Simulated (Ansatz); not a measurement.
System: chloroform, CHCl3, net charge 0, singlet state. 
Geometry from a B3LYP-D3(BJ)/def2-TZVP (Ansatz, an electronic-structure program) optimisation:
```
C
H 1 1.0815
Cl 1 1.7758 2 107.69
Cl 1 1.7758 2 107.69 3 120.00
Cl 1 1.7758 2 107.69 3 -120.00
```

Basis-set convergence of Hartree-Fock and CCSD(T) correlation energies (hartree) with Ansatz. Valence correlation only, unless marked. Spin-orbit coupling is left out. No relativistic terms.

```json
[
 {"basis": "aug-cc-pV(D+d)Z", "functions": "128", "E(HF)": "-1416.95576", "E(corr, CCSD(T))": "-0.66655", "rough core time": "under 20 s"},
 {"basis": "aug-cc-pV(T+d)Z", "functions": "234", "E(HF)": "[?]", "E(corr, CCSD(T))": "[?]", "rough core time": "90 s"}
]
```

### Question
Fill in the missing entries.

### Answer

- aug-cc-pV(T+d)Z, E(HF): -1417.00537
- aug-cc-pV(T+d)Z, E(corr, CCSD(T)): -0.84303
